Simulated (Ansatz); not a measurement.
AlH$_{3}$OF (charge +1), closed shell: a relaxation.

Input (in.yaml):

```yaml
crystal:
  periodic: [false, false, false]
  atoms:
    - {symbol: O, position_ang: [-0.502119, 0.080606, -0.766129]}
    - {symbol: Al, position_ang: [0.615543, -0.101182, 0.709835]}
    - {symbol: F, position_ang: [1.068414, -1.480731, 0.610973]}
    - {symbol: H, position_ang: [-0.779185, -0.625244, -1.320162]}
    - {symbol: H, position_ang: [-1.142180, 0.993345, -1.130808]}
    - {symbol: H, position_ang: [0.888238, 1.139354, 1.473235]}
basis:
  gaussian: {orbitals: def2-SVP}
total_charge: 1
hamiltonian: {xc: {name: CAM-B3LYP}, dispersion: d4}
relax: {f_tol: 0.002, max_steps: 5, max_displacement: 0.5}
```

Run by:

```bash
ansatz run in.yaml --threads 2 --pin off --events-out ev --progress --plain --max-ram 3481MiB
```

The run's output (Ansatz 0.2.0):

```
Functional definition: CAM-B3LYP
  name "CAM-B3LYP"
  cite "Yanai, Tew & Handy, Chem. Phys. Lett. 393, 51 (2004) doi:10.1016/j.cplett.2004.06.011"
  cite "Iikura, Tsuneda, Yanai & Hirao, J. Chem. Phys. 115, 3540 (2001) doi:10.1063/1.1383587"
  cite "Becke, Phys. Rev. A 38, 3098 (1988) doi:10.1103/PhysRevA.38.3098"
  cite "Lee, Yang & Parr, Phys. Rev. B 37, 785 (1988) doi:10.1103/PhysRevB.37.785"
  cite "Vosko, Wilk & Nusair, Can. J. Phys. 58, 1200 (1980) doi:10.1139/p80-159"
  parameter alpha = 0.19
  parameter beta = 0.46
  parameter omega = 0.33/bohr
  parameter ac = 0.81
  # Exact exchange under (alpha + beta erf(omega r))/r, Becke's under what is left of 1/r.
  exchange = (1 - alpha - beta)*b88_x + beta*b88_x_sr(omega) + alpha*exact_x + beta*exact_x_lr(omega)
  correlation = (1 - ac)*vwn5_c + ac*lyp_c
612 factors; integrals over basis functions are off by at most 3.4e-4 eV
205 factors; integrals over basis functions are off by at most 2.6e-6 eV
mean field evaluation 1: about -11382.5946 eV, gradient 9.2e1 eV
mean field evaluation 2: about -11371.7372 eV, gradient 1.2e2 eV
mean field evaluation 4: about -11396.3461 eV, gradient 5.1e0 eV
mean field evaluation 8: about -11396.3844 eV, gradient 5.2e-2 eV
mean field -11396.38444398 eV, -418.8094035694 hartree, gradient 3.6e-5 eV, S^2 0.000000; 0 other end points of the search recorded, 0 dependent functions left out
the calculation of the forces begins
reference -11396.38455008 eV, -418.8094074685 hartree; 16, 16 occupied and 45, 45 virtual orbitals, 612 factors
relax step   1: F+E_penalty+E_count = -11396.42985470 eV  Δ(F+E_penalty+E_count) = +0.000e0 eV  max|allowed force component| = 9.659e0 eV/Å  Δτ_max = 0.0000 Å  (23 SCF iters, accepted)
these checks for a lower state are left out or cut short: starts, cluster_reference, orbital_swaps, neighbouring_geometries, increment
612 factors; integrals over basis functions are off by at most 3.9e-4 eV
205 factors; integrals over basis functions are off by at most 2.1e-6 eV
mean field evaluation 16: about -11397.5836 eV, gradient 1.6e-1 eV
mean field -11397.58377324 eV, -418.8534781068 hartree, gradient 2.1e-5 eV, S^2 0.000000; 0 other end points of the search recorded, 0 dependent functions left out
the calculation of the forces begins
reference -11397.58387862 eV, -418.8534819796 hartree; 16, 16 occupied and 45, 45 virtual orbitals, 612 factors
relax step   2: F+E_penalty+E_count = -11397.62878461 eV  Δ(F+E_penalty+E_count) = -1.199e0 eV  max|allowed force component| = 4.254e0 eV/Å  Δτ_max = 0.1096 Å  (25 SCF iters, accepted)
these checks for a lower state are left out or cut short: starts, cluster_reference, orbital_swaps, neighbouring_geometries, increment
612 factors; integrals over basis functions are off by at most 4.3e-4 eV
205 factors; integrals over basis functions are off by at most 1.8e-6 eV
mean field -11397.80248135 eV, -418.8615154815 hartree, gradient 1.5e-5 eV, S^2 0.000000; 0 other end points of the search recorded, 0 dependent functions left out
the calculation of the forces begins
reference -11397.80258427 eV, -418.8615192639 hartree; 16, 16 occupied and 45, 45 virtual orbitals, 612 factors
relax step   3: F+E_penalty+E_count = -11397.84750086 eV  Δ(F+E_penalty+E_count) = -2.187e-1 eV  max|allowed force component| = 1.524e0 eV/Å  Δτ_max = 0.0983 Å  (26 SCF iters, accepted)
these checks for a lower state are left out or cut short: starts, cluster_reference, orbital_swaps, neighbouring_geometries, increment
612 factors; integrals over basis functions are off by at most 4.3e-4 eV
205 factors; integrals over basis functions are off by at most 1.8e-6 eV
mean field evaluation 32: about -11397.8434 eV, gradient 2.2e-4 eV
mean field -11397.84342876 eV, -418.8630202711 hartree, gradient 2.5e-5 eV, S^2 0.000000; 0 other end points of the search recorded, 0 dependent functions left out
the calculation of the forces begins
reference -11397.84353231 eV, -418.8630240764 hartree; 16, 16 occupied and 45, 45 virtual orbitals, 612 factors
relax step   4: F+E_penalty+E_count = -11397.88829734 eV  Δ(F+E_penalty+E_count) = -4.080e-2 eV  max|allowed force component| = 2.966e-1 eV/Å  Δτ_max = 0.1081 Å  (25 SCF iters, accepted)
these checks for a lower state are left out or cut short: starts, cluster_reference, orbital_swaps, neighbouring_geometries, increment
612 factors; integrals over basis functions are off by at most 4.3e-4 eV
205 factors; integrals over basis functions are off by at most 1.9e-6 eV
mean field -11397.85395964 eV, -418.8634072740 hartree, gradient 1.7e-5 eV, S^2 0.000000; 0 other end points of the search recorded, 0 dependent functions left out
the calculation of the forces begins
reference -11397.85406304 eV, -418.8634110736 hartree; 16, 16 occupied and 45, 45 virtual orbitals, 612 factors
relax step   5: F+E_penalty+E_count = -11397.89885724 eV  Δ(F+E_penalty+E_count) = -1.056e-2 eV  max|allowed force component| = 7.958e-2 eV/Å  Δτ_max = 0.0544 Å  (23 SCF iters, accepted)
Error: geometry relaxation did not converge after 5 steps: max|allowed force component| = 7.96e-2 eV/Å (threshold 2.0e-3). Raise `relax.max_steps` over both its present limit and 5, loosen `relax.f_tol`, or start from a geometry closer to equilibrium. Where this run's directory can be resumed (`checkpoint.write`), a resume goes on for up to `relax.max_steps` more
```

The lines “mean field evaluation” count trial sets of orbitals through the whole run, from several starts and some on an approximate energy, so they need not fall steadily or lie above the final value.

The run took about 2.7 s on 2 CPU threads of an INTEL XEON PLATINUM 8581C (shared host).


The run did not converge within its limit.